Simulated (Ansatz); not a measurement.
Compare A (`C=CC(=C)C`) with its isomer B (`C#CC(C)C`).

Computed with Ansatz on PBE0-D4/def2-TZVP structures; ΔE is electronic, products minus reactants. CCSD(T)/CBS is the MP2 limit (def2-TZVPP, def2-QZVPP) plus CCSD(T) − MP2 in def2-TZVPP, frozen cores. Functionals use def2-TZVPP. Each species was taken in one conformer, which may not be the lowest.

A:

Z-matrix (Å, degrees):
```
C
C 1 1.496
H 1 1.094 2 111.0
H 1 1.090 2 111.0 3 -120.6
H 1 1.094 2 111.0 3 118.9
C 2 1.459 1 118.6 3 -59.4
C 2 1.336 1 121.8 3 120.6
C 6 1.332 2 125.6 1 -0.0
H 6 1.087 2 115.4 1 -180.0
H 7 1.084 2 121.7 1 0.0
H 7 1.084 2 121.2 1 -180.0
H 8 1.083 6 121.1 2 -180.0
H 8 1.084 6 122.1 2 0.0
```

B:

```xyz
13

C    -0.030   -1.499   -2.013
C     0.074   -0.643   -1.177
C     0.189    0.381   -0.146
C    -1.190    0.797    0.365
C     1.089   -0.095    0.994
H    -0.121   -2.255   -2.756
H     0.660    1.257   -0.609
H    -1.092    1.594    1.106
H    -1.693   -0.050    0.836
H    -1.820    1.156   -0.450
H     2.079   -0.370    0.628
H     0.654   -0.968    1.484
H     1.201    0.697    1.739
```

Question: Which isomer does CCSD(T)/CBS put lower? Give the gap. (Estimate.)

Answer: Ansatz gave: A, by 63.9 kJ/mol.

Question: Give E(B) − E(A) in kJ/mol with PBE-D4, HF/def2-TZVPP, CCSD(T)/def2-SVP, BLYP-D4, B2PLYP, CCSD(T)/def2-TZVPP, MP2/def2-TZVPP. (Estimate.)

Answer: The calculation gave: PBE-D4 79.0, HF/def2-TZVPP 63.7, CCSD(T)/def2-SVP 63.8, BLYP-D4 80.3, B2PLYP 65.3, CCSD(T)/def2-TZVPP 63.9, MP2/def2-TZVPP 51.9. None reverses the order clearly.

Question: Does the order hold for the free energy at 298.15 K (harmonic terms from PBE0-D4)? (Estimate.)

Answer: Ansatz gave: Yes: G(B) − G(A) = +61.4 kJ/mol, for one conformer each.

Largest T1 diagnostic: 0.011.

From BLYP to BHLYP (50 % exact exchange), in def2-TZVPP and without D4, E(B) − E(A) moves by −5.2 kJ/mol. Leaving LDA and LC-ωPBE aside and taking each functional with its dispersion term where it has one, the values, not all of them listed here, spread over 17.8 kJ/mol, from PBE-QIDH to revPBE-D4. LDA lies +4.3 kJ/mol from PBE without D4.
